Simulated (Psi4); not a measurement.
# doublet [SiF2]+ at 3 levels

Wanted: a comparison of 3 runs (U-wB97M-V/def2-TZVP, U-wB97X/def2-TZVP, UB2PLYP/def2-TZVP) of doublet [SiF2]+. 

The calculation is run with Psi4 1.11.

### Step 1. The structure to begin with

The species is [SiF2]+ (3 atoms), meant as a doublet with charge +1. As SMILES of the parent species, `F[Si]F`. Geometry: relaxed at PBE0-D4/def2-TZVP. That shape belongs to the parent species and isn't relaxed for this state.

Bond lengths: F1–Si2 1.602 Å, Si2–F3 1.602 Å. Angles: F1–Si2–F3 100.6°.

### Step 2. The energy at U-wB97M-V/def2-TZVP (run 1)

Input file job.inp:

```
memory 1600 MB

molecule system {
  1 2
  F
  Si 1 R2
  F 2 R3 1 A3

  R2 = 1.601509
  R3 = 1.601517
  A3 = 100.60967
  symmetry c1
}

set {
  basis def2-TZVP
  reference uks
  puream true
  e_convergence 1e-09
  d_convergence 1e-08
  scf_type pk
  dft_radial_points 99
  dft_spherical_points 590
  maxiter 200
}

e = energy("wb97m-v")
print_variables()
```

Command:

```console
psi4 -i job.inp -o job.out -n 1
```

job.out:

```text
[...]
  Running in c1 symmetry.
[...]
  Nuclear repulsion =  100.658423604419227
[...]
  Multiplicity = 2
[...]
  Nalpha       = 16
  Nbeta        = 15
[...]
    Number of basis functions: 99
[...]
   @UKS iter   1:  -488.80932354974107   -2.55958e-01   5.18145e-03 ADIIS/DIIS
[...]
   @UKS iter  12:  -488.91149882031669   -6.06519e-11   9.40344e-09 DIIS
[...]
   @S^2 Observed:                7.521618304E-01
[...]
    Orbital Energies [Eh]
    ---------------------
    Alpha Occupied:
       1A    -66.862863     2A    -25.206816     3A    -25.206809
       4A     -5.880550     5A     -4.197649     6A     -4.194975
       7A     -4.191587     8A     -1.632386     9A     -1.610202
      10A     -0.976058    11A     -0.899609    12A     -0.869063
      13A     -0.859761    14A     -0.826863    15A     -0.811261
      16A     -0.729535
    Alpha Virtual:
      17A     -0.296524    18A     -0.200946    19A     -0.153591
      20A     -0.022811    21A      0.000969    22A      0.032726
      23A      0.040742    24A      0.056328    25A      0.067824
[...]
  @UKS Final Energy:  -488.91149882031669
   => Energetics <=
    Nuclear Repulsion Energy =            100.6584236044192266
    One-Electron Energy =                -870.4432604074593200
    Two-Electron Energy =                 312.0836484991783664
    DFT Exchange-Correlation Energy =     -31.3423941247891769
    Empirical Dispersion Energy =           0.0000000000000000
    VV10 Nonlocal Energy =                  0.1320836083342028
    Total Energy =                       -488.9114988203166945
[...]
 Multipole Moments:
 ------------------------------------------------------------------------------------
     Multipole            Electronic (a.u.)      Nuclear  (a.u.)        Total (a.u.)
 ------------------------------------------------------------------------------------
 L = 1.  Multiply by 2.5417464519 to convert [e a0] to [Debye]
 Dipole X            :         -0.7278930           -0.6396012           -1.3674942
 Dipole Y            :         -0.6041932           -0.5309127           -1.1351059
 Dipole Z            :         -0.0000000            0.0000000           -0.0000000
 Magnitude           :                                                    1.7772186
[...]
```

Wall time 29 s (1 thread of Intel Xeon 6975P-C (Granite Rapids), shared host); peak memory 0.8 GiB.

### Step 3. A single-point energy at U-wB97X/def2-TZVP (run 2)

Input file input.inp:

```
memory 1.6 GB

molecule {
  1 2
  F      0.166300     1.246800     0.229400
  Si    -0.594900    -0.046400    -0.330100
  F      0.428600    -1.200400     0.100700
  symmetry c1
}

set basis def2-TZVP
set reference uks
set puream true
set e_convergence 1e-09
set d_convergence 1e-08
set scf_type pk
set dft_radial_points 99
set dft_spherical_points 590
set maxiter 200

energy_value, wavefunction = energy('wb97x', return_wfn=True)
oeprop(wavefunction, 'DIPOLE', 'WIBERG_LOWDIN_INDICES', 'LOWDIN_CHARGES', title='WB97X')
```

Command:

```console
psi4 -n 1 input.inp input.out
```

input.out:

```text
[...]
  Running in c1 symmetry.
[...]
  Nuclear repulsion =  100.658413605206476
[...]
  Multiplicity = 2
[...]
  Nalpha       = 16
  Nbeta        = 15
[...]
    Number of basis functions: 99
[...]
   @UKS iter   1:  -488.80700467957718   -2.57368e-01   5.44152e-03 ADIIS/DIIS
[...]
   @UKS iter  13:  -488.91630592349765   -4.54747e-12   6.07697e-09 DIIS
[...]
   @S^2 Observed:                7.525524537E-01
[...]
    Orbital Energies [Eh]
    ---------------------
    Alpha Occupied:
       1A    -66.577464     2A    -25.044261     3A    -25.044253
       4A     -5.821453     5A     -4.181315     6A     -4.176053
       7A     -4.174879     8A     -1.625120     9A     -1.602024
      10A     -0.978465    11A     -0.902353    12A     -0.871800
      13A     -0.861891    14A     -0.828877    15A     -0.812647
      16A     -0.741670
    Alpha Virtual:
      17A     -0.291781    18A     -0.189085    19A     -0.141600
      20A      0.008898    21A      0.036238    22A      0.067014
      23A      0.069516    24A      0.070529    25A      0.083532
[...]
  @UKS Final Energy:  -488.91630592349765
   => Energetics <=
    Nuclear Repulsion Energy =            100.6584136052064764
    One-Electron Energy =                -870.5468079591867081
    Two-Electron Energy =                 311.9216602394745905
    DFT Exchange-Correlation Energy =     -30.9495718089920651
    Empirical Dispersion Energy =           0.0000000000000000
    VV10 Nonlocal Energy =                  0.0000000000000000
    Total Energy =                       -488.9163059234976458
[...]
 Multipole Moments:
 ------------------------------------------------------------------------------------
     Multipole            Electronic (a.u.)      Nuclear  (a.u.)        Total (a.u.)
 ------------------------------------------------------------------------------------
 L = 1.  Multiply by 2.5417464519 to convert [e a0] to [Debye]
 Dipole X            :         -0.9139551           -0.8292942           -1.7432493
 Dipole Y            :         -0.0626232           -0.0568279           -0.1194511
 Dipole Z            :          0.0000000           -0.0000000            0.0000000
 Magnitude           :                                                    1.7473370
[...]
```

It took 12 s on 1 thread of Intel Xeon 6975P-C (Granite Rapids), shared host; peak memory 0.87 GiB.

### Step 4. The energy at UB2PLYP/def2-TZVP (density fitting for correlation) (run 3)

Input file job.inp:

```
memory 1600 mb

molecule m {
  1 2
  F      0.166300     1.246800     0.229400
  Si    -0.594900    -0.046400    -0.330100
  F      0.428600    -1.200400     0.100700
  symmetry c1
  no_reorient
  no_com
}

set globals {
  basis                def2-TZVP
  reference            uks
  puream               true
  e_convergence        1e-09
  d_convergence        1e-08
  scf_type             pk
  dft_radial_points    99
  dft_spherical_points 590
  num_frozen_docc      7
  maxiter              200
}

result, w = energy('b2plyp', return_wfn=True)
print_variables()
```

Command:

```console
psi4 -n 1 job.inp job.out
```

job.out:

```text
[...]
  Running in c1 symmetry.
[...]
  Nuclear repulsion =  100.658413605206448
[...]
  Multiplicity = 2
[...]
  Nalpha       = 16
  Nbeta        = 15
[...]
    Number of basis functions: 99
[...]
   @UKS iter   1:  -488.46396623636537   -2.17037e-01   5.28183e-03 ADIIS/DIIS
[...]
   @UKS iter  12:  -488.56834603865309   -2.37605e-11   7.89679e-09 DIIS
[...]
   @S^2 Observed:                7.540671546E-01
[...]
    Orbital Energies [Eh]
    ---------------------
    Alpha Occupied:
       1A    -67.700374     2A    -25.660380     3A    -25.660372
       4A     -6.082773     5A     -4.337383     6A     -4.336608
       7A     -4.332432     8A     -1.666100     9A     -1.643453
      10A     -0.956778    11A     -0.882438    12A     -0.850531
      13A     -0.836761    14A     -0.806281    15A     -0.793633
      16A     -0.709084
    Alpha Virtual:
      17A     -0.337120    18A     -0.231117    19A     -0.182572
      20A     -0.043120    21A     -0.007682    22A      0.019767
      23A      0.021435    24A      0.029961    25A      0.043485
[...]
  @UKS Final Energy:  -488.56834603865309
   => Energetics <=
    Nuclear Repulsion Energy =            100.6584136052064480
    One-Electron Energy =                -870.5903711860739804
    Two-Electron Energy =                 301.2324951409518690
    DFT Exchange-Correlation Energy =     -19.8688835987373835
    Empirical Dispersion Energy =           0.0000000000000000
    VV10 Nonlocal Energy =                  0.0000000000000000
    Total Energy =                       -488.5683460386530896
[...]
 Multipole Moments:
 ------------------------------------------------------------------------------------
     Multipole            Electronic (a.u.)      Nuclear  (a.u.)        Total (a.u.)
 ------------------------------------------------------------------------------------
 L = 1.  Multiply by 2.5417464519 to convert [e a0] to [Debye]
 Dipole X            :          3.8224081           -5.6209904           -1.7985822
 Dipole Y            :          0.2981400           -0.4384165           -0.1402765
 Dipole Z            :          2.1209907           -3.1189930           -0.9980023
 Magnitude           :                                                    2.0616945
[...]
```

It took 9.3 s on 1 thread of Intel Xeon 6975P-C (Granite Rapids), shared host; peak memory 0.78 GiB.

### Step 5. All runs side by side

| run | level | properties | frozen core orbitals | energy (Eh) | HOMO energy (eV) | LUMO energy (eV) | ⟨S²⟩ | wall time |
| --- | --- | --- | --- | --- | --- | --- | --- | --- |
| 1 | U-wB97M-V/def2-TZVP | – | 0 | -488.911499 | -19.85 | -11.75 | 0.752 | 29 s |
| 2 | U-wB97X/def2-TZVP | (dipole, wiberg, lowdin) | 0 | -488.916306 | -20.18 | -11.99 | 0.753 | 12 s |
| 3 | UB2PLYP/def2-TZVP (density fitting for correlation) | – | 7 | -488.754417 | -19.30 | -12.27 | 0.754 | 9.3 s |

### Step 6. Summary of results

```
                                                       quantity          value
                                            run 3: total energy  -488.75442 Eh
run 3: HOMO energy (SCF part's orbitals) (highest over α and β)      -19.30 eV
 run 3: LUMO energy (SCF part's orbitals) (lowest over α and β)      -12.27 eV
                                                    run 3: ⟨S²⟩          0.754
```

Totals of different functionals can't be ranked against each other. All runs together took 51 s, the longest 29 s.
